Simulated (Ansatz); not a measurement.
# Appearance energy of a fragment ion: CHF3S → [CF3]+ + HS + e⁻

Species: CHF3S `FC(F)(F)S`, singlet; [CF3]+ `F[C+](F)F`, singlet; HS, doublet. 

Shapes, held fixed at every level: PBE0-D4/def2-TZVP. Programs: Ansatz 0.2.0. Electronic energies: no zero-point or thermal term.

| level | kind | ΔE (eV) | less CCSD(T)/CBS estimate | CPU time (sum over the molecules) |
| --- | --- | --- | --- | --- |
| r2SCAN0-D4/def2-TZVPP | global hybrid | +12.34 | -0.16 | 12 s |
| wB97M-V/def2-TZVPP | range-separated hybrid | +12.36 | -0.14 | 28 s |
| wB97X-V/def2-TZVPP | range-separated hybrid | +12.40 | -0.10 | 19 s |
| B2PLYP/def2-TZVPP | double hybrid | +12.20 | -0.30 | 13 s |
| CCSD(T)/def2-SVP | coupled cluster or CI | +11.84 | -0.66 | 6.5 s |
| CCSD/def2-SVP | coupled cluster or CI | +11.84 | -0.66 | – |
| CCSD(T)/def2-TZVPP | coupled cluster or CI | +12.20 | -0.30 | 72 s |
| CCSD(T)/CBS estimate | coupled cluster or CI | +12.50 | 0.00 | 1.9 min |

The highest level, CCSD(T)/CBS estimate, gives ΔE = +12.50 eV; the levels span +11.84 to +12.50. The column of differences is taken from that level and isn't an error. No measured value is set beside it here. Open shells run unrestricted unless RO is named. The CBS estimate extrapolates MP2 from def2-TZVPP and def2-QZVPP and adds CCSD(T) − MP2 in the triple-zeta set, cores frozen. The onset seen in experiment also holds zero-point changes and kinetic shifts. Times are processor times on shared x86 and Arm servers, and rough.
